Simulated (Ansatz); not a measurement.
Mulliken charges of `F/C=N/P` from PBE/def2-TZVPP in Ansatz (PBE0-D4/def2-TZVP geometry).

| atom | x (Å) | y (Å) | z (Å) | charge (e) |
| --- | --- | --- | --- | --- |
| F1 | -0.871 | -2.286 | 0.287 | -0.116 |
| C2 | -0.153 | -1.174 | 0.379 | 0.065 |
| N3 | -0.444 | -0.177 | -0.304 | -0.137 |
| P4 | 0.583 | 1.212 | -0.082 | 0.028 |
| H5 | 0.659 | -1.301 | 1.101 | 0.070 |
| H6 | 0.753 | 1.498 | -1.463 | 0.045 |
| H7 | -0.467 | 2.160 | 0.036 | 0.045 |

Problem. By hand: the dipole of these point charges (1 e Å = 4.8032 D).

Solution. Σ q r = (0.227, 0.321, 0.044) e Å, of length 0.396 e Å = 1.90 D.

Problem. How does the dipole of the full density compare? (An estimate is asked.)

Solution. Ansatz gave: (0.217, 0.094, 0.137) e Å, 1.31 D; the point charges give 1.45 times that, at 38° from its direction.

Point charges leave out the atoms' own dipoles, such as those of lone pairs, and Mulliken's split depends on the basis, so the two needn't agree.
